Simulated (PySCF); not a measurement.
Rock-salt MgO: correlation energy from several methods in one and the same small orbital space (PySCF; 2 atoms at the zone centre, 8 electrons in 22 orbitals, empty ones MP2 natural orbitals of a TZ basis, lattice constant set to 4.41735 Å). Its volume lies 15 % above that of the crystal's usual cell. It tests the methods against each other and lies far from the crystal's limit.

```tsv
method	E_corr (eV per atom)	share of full CI (%)	error (meV)
MP2	-2.8006	88.3	373
CCSD	-3.1066	97.9	67
CCSD(T)	-3.1552	99.4	18
CCSDT	-3.1647	99.7	9
CCSDT(Q)	-3.1728	100.0	0
full CI	-3.1732	100.0	0
```

The Hartree–Fock determinant has a weight of 0.91 in the full CI state.

MP2, (T) and (Q) use filled levels shifted down by the Madelung term, which in so small a cell is a large part of the gap, so these rows hang on it.
